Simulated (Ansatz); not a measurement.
# S₂ (triplet): a ladder of functionals and wavefunction methods

How much do the methods differ for S₂ (triplet)? The plan is to run it at one geometry with functionals of several rungs and with coupled cluster, and see how far each lands from CCSD(T) at the basis-set limit for the atomisation energy.

Program: Ansatz 0.2.0, Gaussian basis. Level of theory: functionals in def2-TZVPP, the program's frozen cores in correlated methods. These are calculated values, not measurements.

Plan: LDA (SPW92), PBE-D4, revPBE-D4, BLYP-D4, r2SCAN-D4, B97M-V, PBE0-D4, B3LYP-D4, r2SCANh-D4, r2SCAN0-D4, HSE06-D4, BHLYP-D4, CAM-B3LYP-D4, LC-ωPBE, ωB97X-V, ωB97M-V, B2PLYP, PBE-QIDH; CCSD(T)/def2-SVP; CCSD(T)/def2-TZVPP; CCSD(T)/def2-QZVPP; extrapolation to the limit; RPA on PBE.

## 1. The relaxed structure

An earlier PBE0-D4 in a triple-zeta def2 set relaxation fixed the geometry.

SMILES `S=S`, 2 atoms, charge 0, spin multiplicity 3.

Atoms are counted from 1 here; the program's logs count them from 0.

Bond lengths: S1–S2 1.887 Å.

## 2. LDA

This LDA is Slater exchange with PW92 correlation.

Input file in.yaml:

```yaml
crystal:
  periodic: [false, false, false]
  atoms:
    - {symbol: S, position_ang: [0.000000, 0.000000, 0.001338]}
    - {symbol: S, position_ang: [-0.000000, -0.000000, 1.887862]}
basis:
  gaussian: {orbitals: def2-TZVPP}
magnetization: {spin_polarized: true, initial_magnetization: 2}
hamiltonian: {xc: lda}
output: {orbitals: {seedname: orbitals}}
```

On the command line:

```sh
$ ansatz run in.yaml --threads 2 --pin off --events-out ev --progress --plain --max-ram 32768MiB --backend cpu
```

After this run come: PBE-D4 (GGA); revPBE-D4 (GGA); BLYP-D4 (GGA); r2SCAN-D4 (meta-GGA); B97M-V (meta-GGA); PBE0-D4 (hybrid); B3LYP-D4 (hybrid); r2SCANh-D4 (hybrid); r2SCAN0-D4 (hybrid); HSE06-D4 (hybrid); BHLYP-D4 (hybrid); CAM-B3LYP-D4 (range-separated); LC-ωPBE (range-separated); ωB97X-V (range-separated); ωB97M-V (range-separated); B2PLYP (double hybrid); PBE-QIDH (double hybrid); CCSD(T) in def2-SVP; CCSD(T) in def2-TZVPP; CCSD(T) in def2-QZVPP; RPA on PBE orbitals.

Q: Predict the results of all the runs planned. Wanted: atomisation energy, CCSD(T)/CBS; farthest beyond LDA; mean size of error, GGA; mean size of error, meta-GGA; mean size of error, hybrid; mean size of error, range-separated; mean size of error, double hybrid; gap, smallest and largest; T1 diagnostic.

The runs gave:

```
                               quantity                                     value
        atomisation energy, CCSD(T)/CBS                              430.3 kJ/mol
  functionals within 2.2 kJ/mol (0.5 %)      none; nearest PBE-QIDH (-3.6 kJ/mol)
                    farthest beyond LDA                     PBE-D4 (+54.5 kJ/mol)
                mean size of error, GGA                               38.5 kJ/mol
           mean size of error, meta-GGA                               30.3 kJ/mol
             mean size of error, hybrid                               18.2 kJ/mol
    mean size of error, range-separated                               11.8 kJ/mol
      mean size of error, double hybrid                                3.7 kJ/mol
              gap, smallest and largest  1.05 eV (LDA (SPW92)), 8.55 eV (LC-ωPBE)
                          T1 diagnostic                                    0.0178
triples share of the correlation energy                                     5.4 %
```

What this shows: LDA overbinds by 135.5 kJ/mol (31 %). PBE-D4 misses by +54.5 kJ/mol. Double hybrids carry the basis error of their MP2 part in triple zeta, and no dispersion term here, so their miss is partly the set-up's. By mean error the best rung here is double hybrid (3.7 kJ/mol) and the worst beyond LDA is GGA (38.5 kJ/mol). RPA and LDA stand outside this count. Misses under about 2.2 kJ/mol are within the doubt on the reference itself, which lacks core-valence correlation, relativity and higher excitations. Hartree-Fock recovers 50 % of the binding; the rest is correlation. CCSD(T) in def2-SVP is off by -84.3 kJ/mol, so the small basis spoils what the method gains. The gap grows from 1.1 to 8.6 eV across the functionals, mostly with the share of exact exchange.
